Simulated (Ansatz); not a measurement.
# C3H3FO2: the cost of one run

Computed with Ansatz 0.2.0 through its Python package. Level of theory: PBE0+D3(BJ)/cc-pVDZ.

### 1 Starting point

Bond lengths: C1–C2 1.337 Å, C2–F3 1.350 Å, C2–C4 1.477 Å, C4–O5 1.219 Å, C4–O6 1.347 Å, C1–H7 1.084 Å, C1–H8 1.084 Å, O6–H9 0.980 Å. Angles: C1–C2–F3 119.4°, C1–C2–C4 125.7°, F3–C2–C4 114.9°, C2–C1–H7 120.0°, C2–C1–H8 121.9°, H7–C1–H8 118.2°, C2–C4–O5 125.7°, C2–C4–O6 113.5°, O5–C4–O6 120.8°, C4–O6–H9 103.4°.

No structure file is read: the coordinates are typed or built in the script.

### 2 Script

freq_c3h3fo2.py reads:

```python
# -*- coding: utf-8 -*-
"""Harmonic frequencies of C3H3FO2 at its relaxed geometry."""

import itertools

import ansatz as az
from ase import Atoms
from ase.data import atomic_numbers, covalent_radii
from ase.thermochemistry import IdealGasThermo
import numpy as np
from rdkit import Chem
from rdkit.Chem import AllChem

# a force-field geometry from the SMILES
rd = Chem.AddHs(Chem.MolFromSmiles("C=C(F)C(=O)O"))
AllChem.EmbedMolecule(rd, randomSeed=105)
AllChem.UFFOptimizeMolecule(rd)
c3h3fo2 = az.Crystal.molecule()
for atom, xyz in zip(rd.GetAtoms(), rd.GetConformer().GetPositions()):
    c3h3fo2 = c3h3fo2.atom(atom.GetSymbol(), xyz.round(5).tolist())

calc = c3h3fo2.calculation().basis(gaussian="cc-pVDZ").functional("pbe0", dispersion="d3bj")
symbols = [site.symbol for site in c3h3fo2.cartesian_sites]
start = np.array([site.position_ang for site in c3h3fo2.cartesian_sites], dtype=float)
rep = calc.relax(force_tolerance=0.003).run().report
end = np.array(rep["positions_ang"])

# pairs closer than 1.2 times the sum of covalent radii, before or after
radius = [covalent_radii[atomic_numbers[s]] for s in symbols]
span = lambda where, i, j: np.linalg.norm(where[i] - where[j])
bonded = [(i, j) for i, j in itertools.combinations(range(len(symbols)), 2) if min(span(start, i, j), span(end, i, j)) < 1.2 * (radius[i] + radius[j])]
print("pair        before    after (A)")
for i, j in bonded:
    print(f"{symbols[i]}{i}-{symbols[j]}{j}".ljust(10), f"{span(start, i, j):8.4f} {span(end, i, j):8.4f}")

# same settings at the minimum
minimum = az.Crystal.molecule()
for symbol, place in zip(symbols, end):
    minimum = minimum.atom(symbol, place.tolist())
vibrating = (
    minimum.calculation()
    .basis(gaussian="cc-pVDZ")  # the orbital basis, by name
    .functional("pbe0", dispersion="d3bj")
    .phonons(temperatures=(298.15, 498.15, 100))
)
vib = vibrating.run().report["vibrations"]
sums = vib["harmonic_sums"]
modes = [m["omega_inv_cm"] for m in sums["modes_at_gamma"] if m["rigid_motion"] == "no"]
for number, w in enumerate(modes, start=1):
    print(f"mode {number:2d} {w:9.1f} 1/cm {w / 8065.544 * 1000:8.2f} meV")
print("imaginary modes:", sum(w < 0 for w in modes), " zero-point energy:", round(sums["zero_point_energy_ev"], 4), "eV")
# rigid rotor and ideal gas, symmetry number taken as one
gas = IdealGasThermo(vib_energies=[w / 8065.544 for w in modes if w > 0], geometry="linear" if len(modes) == 3 * len(symbols) - 5 else "nonlinear",
                     atoms=Atoms(symbols, positions=end), symmetrynumber=1, spin=0.0)
print(f"H(298 K) - E = {gas.get_enthalpy(298.15, verbose=False):.4f} eV")
print(f"S(298 K, 1 bar) = {96485.33 * gas.get_entropy(298.15, 1e5, verbose=False):.1f} J/(mol K) with symmetry number 1")
```

### 3 What the engine is handed

The engine receives this input (first run):

```yaml
crystal:
  periodic: [false, false, false]
  atoms:
    - { symbol: C, position_ang: [-1.38944, -0.47359, -0.02588] }
    - { symbol: C, position_ang: [-0.55647, 0.56415, 0.02141] }
    - { symbol: F, position_ang: [-1.0699, 1.81928, 0.07211] }
    - { symbol: C, position_ang: [0.90437, 0.38699, 0.02017] }
    - { symbol: O, position_ang: [1.65312, 1.399, 0.066] }
    - { symbol: O, position_ang: [1.46825, -0.88553, -0.03105] }
    - { symbol: H, position_ang: [-1.02445, -1.49204, -0.06724] }
    - { symbol: H, position_ang: [-2.45922, -0.30923, -0.02352] }
    - { symbol: H, position_ang: [2.47374, -1.00902, -0.03198] }
basis:
  gaussian:
    orbitals: cc-pVDZ
hamiltonian:
  xc: pbe0
  dispersion: d3bj
relax:
  f_tol: 0.003
```

### 4 The run

Started as:

```bash
python freq_c3h3fo2.py
```

Q: Estimate wall time and peak memory on 1 thread of Arm Neoverse N1, shared host.

About 5.6 min, with a peak of 0.38 GiB.
